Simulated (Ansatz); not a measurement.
# C3H10O: the cost of one run

Computed with Ansatz 0.2.0 (the levels named in each step, unless a step's input says otherwise).

## Step 1: The structure to begin with

Bond lengths: C1–C2 1.524 Å, C2–C3 1.524 Å, C1–H5 1.089 Å, C1–H6 1.088 Å, C1–H7 1.087 Å, C2–H8 1.093 Å, C2–H9 1.092 Å, C3–H10 1.088 Å, C3–H11 1.089 Å, C3–H12 1.087 Å, O4–H13 0.960 Å, O4–H14 0.959 Å. Angles (14 of 19 angles, heavy atoms first): C1–C2–C3 111.6°, C1–C2–H8 109.6°, C1–C2–H9 109.2°, C3–C2–H8 109.5°, C3–C2–H9 109.2°, C2–C1–H5 110.5°, C2–C1–H6 110.6°, C2–C1–H7 110.1°, C2–C3–H10 110.8°, C2–C3–H11 110.6°, C2–C3–H12 110.2°, H8–C2–H9 107.7°, H5–C1–H6 108.3°, H5–C1–H7 108.7°.

Structure file:

```xyz
14

C    -1.2260   -0.1563    0.6903
C    -0.0188   -0.7556    1.4011
C     1.2766   -0.0752    0.9756
O    -0.0222    0.7187   -2.4797
H    -1.3337    0.8967    0.9451
H    -2.1375   -0.6733    0.9814
H    -1.1068   -0.2441   -0.3870
H    -0.1439   -0.6576    2.4822
H     0.0417   -1.8210    1.1694
H     2.1294   -0.5142    1.4881
H     1.2459    0.9871    1.2121
H     1.4253   -0.1892   -0.0956
H     0.2618    1.3290   -1.7953
H    -0.4073    1.2405   -3.1858
```

## Step 2: A rough first relaxation, PBE-D4/def2-SVP

input.yaml reads:

```yaml
crystal:
  periodic: [false, false, false]
  atoms:
    - { symbol: C, position_ang: [-1.22595, -0.15633, 0.69026] }
    - { symbol: C, position_ang: [-0.01885, -0.7556, 1.40112] }
    - { symbol: C, position_ang: [1.27655, -0.0752, 0.97557] }
    - { symbol: O, position_ang: [-0.02225, 0.71874, -2.47966] }
    - { symbol: H, position_ang: [-1.33373, 0.89669, 0.94512] }
    - { symbol: H, position_ang: [-2.13754, -0.67325, 0.98136] }
    - { symbol: H, position_ang: [-1.10684, -0.24408, -0.38704] }
    - { symbol: H, position_ang: [-0.14389, -0.65758, 2.48223] }
    - { symbol: H, position_ang: [0.04174, -1.82095, 1.16938] }
    - { symbol: H, position_ang: [2.12938, -0.51421, 1.48813] }
    - { symbol: H, position_ang: [1.24586, 0.98707, 1.21206] }
    - { symbol: H, position_ang: [1.42532, -0.18915, -0.09563] }
    - { symbol: H, position_ang: [0.26183, 1.32897, -1.79531] }
    - { symbol: H, position_ang: [-0.4073, 1.24045, -3.18581] }
basis:
  gaussian: { orbitals: def2-SVP }
hamiltonian:
  xc: pbe
  dispersion: d4
relax:
  f_tol: 0.03
  max_steps: 200
```

Launch:

```sh
ansatz run input.yaml --threads 4 --pin off --max-ram 10240MiB --backend cpu --events-out ev --progress --plain --runs-dir out
```

Q: Estimate wall time and peak memory on 4 threads of Arm Neoverse N1, shared host.

About 44 s, with a peak of 0.14 GiB.
